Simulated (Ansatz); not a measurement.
The input, for Ansatz 0.2.0:

```yaml
crystal:
  periodic: [false, false, false]
  atoms:
    - {symbol: Ru, position_ang: [0.000000, 0.000000, 0.000000]}
    - {symbol: Ge, position_ang: [0.000000, 0.000000, 2.195000]}
basis:
  gaussian: {orbitals: def2-SVP}
magnetization: {spin_polarized: false, initial_magnetization: 4}
correlation: {method: fic_mrcisd_q, electrons: outside_noble_gas, active_space: {window: {electrons: 12, orbitals: 10}, shells: [{species: Ge, l: s, shell: 4}, {species: Ge, l: p, shell: 4}, {species: Ru, l: s, shell: 5}, {species: Ru, l: d, shell: 4}]}}
```

```sh
$ ansatz run in.yaml --threads 1 --pin off --events-out ev --progress --plain --max-ram 2393MiB
```

Log:

```
1052 factors; integrals over basis functions are off by at most 1.2e-7 eV
mean field evaluation 1: about -59020.0215 eV, gradient 3.3e1 eV
mean field evaluation 2: about -59020.2224 eV, gradient 3.3e1 eV
mean field evaluation 4: about -59024.0139 eV, gradient 1.0e1 eV
mean field evaluation 8: about -59024.5811 eV, gradient 1.3e0 eV
mean field evaluation 16: about -59025.0284 eV, gradient 9.5e-1 eV
mean field evaluation 32: about -59025.0362 eV, gradient 8.2e-1 eV
mean field evaluation 64: about -59024.5117 eV, gradient 8.8e-4 eV
mean field evaluation 96: about -59025.0433 eV, gradient 3.9e-2 eV
mean field evaluation 128: about -59025.0362 eV, gradient 2.0e-1 eV
mean field evaluation 160: about -59024.0212 eV, gradient 9.6e0 eV
mean field evaluation 192: about -59025.0435 eV, gradient 1.5e-2 eV
mean field evaluation 224: about -59025.0270 eV, gradient 9.7e-1 eV
mean field evaluation 256: about -59024.1705 eV, gradient 4.3e-1 eV
mean field evaluation 288: about -59024.5655 eV, gradient 3.0e-3 eV
mean field evaluation 320: about -59022.0798 eV, gradient 1.5e1 eV
mean field evaluation 352: about -59024.3079 eV, gradient 2.2e0 eV
mean field evaluation 384: about -59024.4492 eV, gradient 2.1e0 eV
mean field evaluation 416: about -59024.6029 eV, gradient 1.3e0 eV
mean field evaluation 448: about -59025.0436 eV, gradient 2.8e-5 eV
mean field -59025.04358185 eV, -2169.1303430215 hartree, gradient 6.2e-6 eV, S^2 6.000000; 19 other end points of the search recorded, 0 dependent functions left out
reference -59025.04358185 eV, -2169.1303430215 hartree; 26, 22 occupied and 37, 41 virtual orbitals, 1052 factors
state -59027.05498559 eV, -2169.2042607456 hartree
contracted CI cycle   1: correlation 0.00000000 eV, 0.0000000000 hartree, residual 2.06e1 eV
contracted CI cycle   2: correlation -4.93828796 eV, -0.1814787351 hartree, residual 3.16e0 eV
contracted CI cycle   3: correlation -5.11489739 eV, -0.1879690122 hartree, residual 7.55e-1 eV
contracted CI cycle   4: correlation -5.12621502 eV, -0.1883849274 hartree, residual 2.27e-1 eV
contracted CI cycle   5: correlation -5.12715943 eV, -0.1884196338 hartree, residual 6.05e-2 eV
contracted CI cycle   6: correlation -5.12723788 eV, -0.1884225168 hartree, residual 1.93e-2 eV
contracted CI cycle   7: correlation -5.12724481 eV, -0.1884227713 hartree, residual 4.77e-3 eV
contracted CI cycle   8: correlation -5.12724527 eV, -0.1884227882 hartree, residual 1.36e-3 eV
contracted CI cycle   9: correlation -5.12724530 eV, -0.1884227896 hartree, residual 3.54e-4 eV
state -59027.05498559 eV, -2169.2042607456 hartree; corrected -59032.67208672 eV, -2169.4106854048 hartree
Total energy: -59032.67208672 eV, -2169.4106854048 hartree
Checks for a lower state left out: starts, orbital_swaps
```

Ran on 1 thread of Intel Xeon Platinum 8259CL, shared host: 35 s wall, 0.6 GiB peak host memory.
